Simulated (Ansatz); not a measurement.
# MgSiH2 (singlet): the correlation ladder at scale of all distances = 2.014, 6-31G

How much of the correlation energy of MgSiH2 (singlet) does each wave-function method recover here?

The runs use Ansatz 0.2.0, Gaussian basis; 6-31G, core rule «outside noble gas», up to 10 orbitals frozen.

Plan: UHF; CCSD(T) on RHF; CCSD(T) on UHF; BCCD(T) on RHF; CISD; CCSDT(Q) on RHF; CCSDT(Q) on UHF; CCSDTQ on RHF; CASSCF and MRCISD+Q, 2 electrons in 2 orbitals; CASSCF and NEVPT2, 2 electrons in 2 orbitals; CASSCF and MRCISD+Q, 8 electrons in 10 orbitals; CASSCF and NEVPT2, 8 electrons in 10 orbitals; Full CI; Full CI in the symmetry of the determinant.

20 further runs of the same task are left out: 8 for a known fault of the program, 9 that didn't finish, 3 set aside as unsound or not needed.

## (1) The system

The geometry derives from a PBE0/def2-TZVP stationary point (not a proven minimum). All distances are scaled together.

4 atoms, charge 0, spin multiplicity 1.

Atoms are counted from 1 here; the program's logs count them from 0.

No contacts short enough for the rule that draws bonds.

As a file:

```xyz
4
charge 0, multiplicity 1
Si    0.0000   -0.1527    2.5652
Mg    0.0000    0.0523   -2.8101
H     0.0000    2.9381    2.5553
H     0.0000    0.0545   -6.2714
```

## (2) UHF

File in.yaml:

```yaml
crystal:
  periodic: [false, false, false]
  atoms:
    - {symbol: Si, position_ang: [0.000000, -0.152667, 2.565188]}
    - {symbol: Mg, position_ang: [0.000000, 0.052311, -2.810081]}
    - {symbol: H, position_ang: [0.000000, 2.938063, 2.555317]}
    - {symbol: H, position_ang: [0.000000, 0.054491, -6.271372]}
basis:
  gaussian: {orbitals: 6-31G}
magnetization: {spin_polarized: true, initial_magnetization: 0}
hamiltonian: {xc: hf}
output: {orbitals: {seedname: orbitals}}
```

Run with:

```
ansatz run in.yaml --threads 1 --pin off --events-out ev --progress --plain --max-ram 2393MiB
```

The runs that follow: CCSD(T) on RHF; CCSD(T) on UHF; BCCD(T) on RHF; CISD; CCSDT(Q) on RHF; CCSDT(Q) on UHF; CCSDTQ on RHF; CASSCF and MRCISD+Q, 2 electrons in 2 orbitals; CASSCF and NEVPT2, 2 electrons in 2 orbitals; CASSCF and MRCISD+Q, 8 electrons in 10 orbitals; CASSCF and NEVPT2, 8 electrons in 10 orbitals; Full CI; Full CI in the symmetry of the determinant.

Q: Predict the results of all the runs planned. Wanted: FCI below the RHF energy; RMP2 from FCI; UMP2 from FCI; RCCSD from FCI; RCCSD(T) from FCI; UCCSD(T) from FCI; RCCSDT(Q) from FCI; UCCSDT(Q) from FCI; NEVPT2 valence from FCI.

**Answer**, as computed:

| quantity | value |
| --- | --- |
| FCI below the RHF energy | -7.7384 eV |
| RMP2 from FCI | +3479.9 meV |
| UMP2 from FCI | +827.4 meV |
| RCCSD from FCI | -217.6 meV |
| RCCSD(T) from FCI | -1333.1 meV |
| UCCSD(T) from FCI | +17.9 meV |
| RCCSDT(Q) from FCI | +901.7 meV |
| UCCSDT(Q) from FCI | -2.3 meV |
| NEVPT2 valence from FCI | +136.5 meV |
| MRCISD+Q valence from FCI | +2.3 meV |
| levels within 1 kcal/mol (43 meV) | UCCSD, UCCSD(T), UCCSDT, UCCSDT(Q), RCCSDTQ, MRCISD valence, MRCISD+Q valence |
| T1 diagnostic | 0.159 |
| effectively unpaired electrons | 3.30 |

In words: RCCSD(T) misses by -1333.1 meV, 17.2 % of the correlation energy. CCSD(T) misses by -1333.1 meV on the restricted determinant and by +17.9 meV on the unrestricted one; the two need not hold the same state or core. RCCSD, RCCSD(T), BCCD(T), RCCSDT, UCCSDT(Q), RCCSDTQ fall below full CI: unrestricted runs freeze a spin-polarised core, another one than full CI's, and coupled cluster isn't variational. With 3.3 effectively unpaired electrons against 0 the state is strongly multireference. Of the multireference levels listed MRCISD+Q valence comes nearest in total energy (+2.3 meV), which doesn't show that its space is the better one. These misses are within one basis, not against nature.
